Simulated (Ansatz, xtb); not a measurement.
System: PH4, net charge 1, singlet state. 
Structure (B3LYP-D3(BJ)/def2-TZVP (Ansatz, a quantum-chemistry and plane-wave program) minimum search):
SMILES: [PH4+]
```xyz
5

P      0.0000     0.0000     0.0000
H      0.0115     1.3163    -0.4706
H      1.1354    -0.6707    -0.4639
H     -1.1473    -0.6505    -0.4634
H      0.0003     0.0049     1.3979
```
Charge +1, spin multiplicity 1.

Harmonic wavenumbers from GFN2-xTB (xtb, at its own minimum), cm⁻¹: 872, 872, 873, 1011, 1011, 2347, 2463, 2465, 2466.

### Question
Give the harmonic wavenumbers at B3LYP-D3(BJ)/def2-TZVP (Ansatz, finite differences of forces, unscaled).

### Answer
994, 994, 994, 1135, 1135, 2500, 2552, 2552, 2552 cm⁻¹. Zero-point energy 22.0 kcal/mol.

### Question
From these and the geometry, give the ideal-gas thermochemistry at 298.15 K and 1 atm (rigid rotor, harmonic oscillator).

### Answer
Point group Td, rotational symmetry number 12. Rotational constants 96.21, 96.21, 96.21 GHz. S(trans) 36.59, S(rot) 11.60, S(vib) 0.40, S(elec, spin only) 0.00, S 48.6 cal/(mol K). H(298) - H(0) 2.47 kcal/mol; G - E(el) 10.0 kcal/mol.
